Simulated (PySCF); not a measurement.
Compound: SiCl₂ (triplet state).
Z-matrix (Å and degrees, GFN2-xTB geometry), rows numbered from 1:
```
Cl
Si  1  2.0570
Cl  2  2.0573  1  117.86
```

The species is `Cl[Si]Cl` [triplet].

The calculation used UKS B3LYP, pcH-1 on Cl Si, non-relativistic, mean-field spin-orbit, GIAO (PySCF 2.14.0). Geometry: GFN2-xTB; no solvent, vibrations or thermal averaging. This triplet need not be the ground state; the singlet was not compared here. A GFN2-xTB geometry isn't a minimum of the functional, and hyperfine couplings can be far from their values at a DFT geometry, by a factor of two or more for some ions and for spin on atoms past the first row.

**Question.** Give the principal g shifts and their parts.

**Answer.** 
| Δg (ppm) | 1 | 2 | 3 |
| --- | --- | --- | --- |
| relativistic mass correction | -199 | -199 | -199 |
| gauge correction | 40 | 16 | 29 |
| orbital Zeeman/spin–orbit | -1702 | 3549 | 4234 |
| total | -1861 | 3367 | 4064 |

So g = 2.00046, 2.00569, 2.00638 and g_iso = 2.00418; the tensor is close to axial: the two nearest values differ by 12 % of g3 − g1. Axes: g3 is normal to the molecular plane.

**Question.** At 9.714 GHz, how far is the centre of the isotropic spectrum from where a free electron (g = 2.002319) resonates, zero-field splitting left aside?

**Answer.** B = hν/(g μB) with μB/h = 13.99624 MHz/mT gives 346.62 mT for the free electron and 346.30 mT at g_iso, 0.32 mT lower.

**Question.** What effective moment and Curie constant follow for a powder at temperatures where kT is far above the zero-field splitting?

**Answer.** With the mean of g² = 4.0167 and S(S+1) = 2.00: μ_eff = √(⟨g²⟩S(S+1)) = 2.834 μB and χT = 0.12505·⟨g²⟩·S(S+1) = 1.005 cm³ K/mol (cgs; spin-Hamiltonian part alone).

Largest spin populations (Mulliken): Si2 (+1.64), Cl3 (+0.18) and Cl1 (+0.18). Three atoms exceed +0.15.

The HOMO–LUMO gaps are 4.36 eV among the α and 4.33 eV among the β orbitals.
